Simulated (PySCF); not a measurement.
C₃H₁₁P₃.
Numbering: `[CH3:1][P:2]([CH2:3][PH2:4])[CH2:5][PH2:6]` (hydrogens: H7, H8, H9 on C1; H10, H11 on C3; H12, H13 on P4; H14, H15 on C5; H16, H17 on P6)

The same species was optimised twice, with GFN2-xTB and with PBE0-D3(BJ)/def2-SVP (PySCF), and the same property calculations (PySCF, gas phase) were run on both structures.

```
     coordinate  GFN2-xTB  PBE0-D3(BJ)/def2-SVP  change
      P2–C3 (Å)     1.866                 1.856  -0.010
      C5–P6 (Å)     1.863                 1.868  +0.005
      C1–P2 (Å)     1.843                 1.847  +0.004
      C3–P4 (Å)     1.860                 1.863  +0.003
      P2–C5 (Å)     1.862                 1.863  +0.001
   P2–C5–P6 (°)     108.4                 111.7    +3.3
   P2–C3–P4 (°)     113.7                 116.5    +2.8
   C3–P2–C5 (°)      96.5                  98.6    +2.1
   C1–P2–C3 (°)      99.1                 100.5    +1.4
   C1–P2–C5 (°)      98.1                  99.2    +1.1
C1–P2–C3–P4 (°)        85                    73     -12
C1–P2–C5–P6 (°)       -69                   -72      -3
```

Rotational constants: A = 5151, B = 729.0, C = 683.5 MHz (GFN2-xTB) against A = 5191, B = 707.7, C = 662.2 MHz (PBE0-D3(BJ)/def2-SVP).

On the GFN2-xTB structure: lowest singlet, TDDFT (eV) 5.83 [B3LYP/def2-SVPD]; lowest triplet, Tamm–Dancoff (eV) 5.11 [B3LYP/def2-SVPD]; isotropic polarisability (au) 118.3 [B3LYP/def2-SVPD]; HOMO (eV) -6.63 [B3LYP/def2-SVPD]; LUMO (eV) 0.00 [B3LYP/def2-SVPD]; dipole (D) 1.22 [B3LYP/def2-SVPD]; HOMO (eV) -6.89 [PBE0/pcSseg-1]; LUMO (eV) 0.35 [PBE0/pcSseg-1]; dipole (D) 1.21 [PBE0/pcSseg-1]; GIAO shielding of C1 (ppm) 170.9 [PBE0/pcSseg-1]; GIAO shielding of P2 (ppm) 358.4 [PBE0/pcSseg-1]; GIAO shielding of C3/C5 (mean) (ppm) 164.2 [PBE0/pcSseg-1]; GIAO shielding of P4/P6 (mean) (ppm) 501.7 [PBE0/pcSseg-1].

What do these properties become on the PBE0-D3(BJ)/def2-SVP structure?

```csv
property,level,on GFN2-xTB,on PBE0-D3(BJ)/def2-SVP,change
"lowest singlet, TDDFT (eV)",B3LYP/def2-SVPD,5.83,5.68,-0.15
"lowest triplet, Tamm–Dancoff (eV)",B3LYP/def2-SVPD,5.11,5.04,-0.07
isotropic polarisability (au),B3LYP/def2-SVPD,118.3,120.9,+2.6
HOMO (eV),B3LYP/def2-SVPD,-6.63,-6.52,+0.11
LUMO (eV),B3LYP/def2-SVPD,0.00,-0.03,-0.03
dipole (D),B3LYP/def2-SVPD,1.22,1.29,+0.07
"energy, GFN2-xTB geometry as zero (kcal/mol)",B3LYP/def2-SVPD,0.0,-3.1,-3.1
HOMO (eV),PBE0/pcSseg-1,-6.89,-6.77,+0.12
LUMO (eV),PBE0/pcSseg-1,0.35,0.30,-0.05
dipole (D),PBE0/pcSseg-1,1.21,1.25,+0.04
"energy, GFN2-xTB geometry as zero (kcal/mol)",PBE0/pcSseg-1,0.0,-2.7,-2.7
GIAO shielding of C1 (ppm),PBE0/pcSseg-1,170.9,170.9,0.0
GIAO shielding of P2 (ppm),PBE0/pcSseg-1,358.4,355.2,-3.2
GIAO shielding of C3/C5 (mean) (ppm),PBE0/pcSseg-1,164.2,163.8,-0.4
GIAO shielding of P4/P6 (mean) (ppm),PBE0/pcSseg-1,501.7,485.8,-15.9
```

The heavy atoms differ by 0.086 Å rms after alignment. Among bonds between heavy atoms P2–C3 changes most (-0.010 Å). Changes are differences of the printed values. Neither structure is proved a minimum here.

The values belong to the conformer `[CH3:1][P:2]([CH2:3][PH2:4])[CH2:5][PH2:6]`: C1–P2–C3–P4 73°, C1–P2–C5–P6 -72°, H–P4–C3–P2 -56°, H–P4–C3–P2 38°, H–P6–C5–P2 -164°, H–P6–C5–P2 -70°.
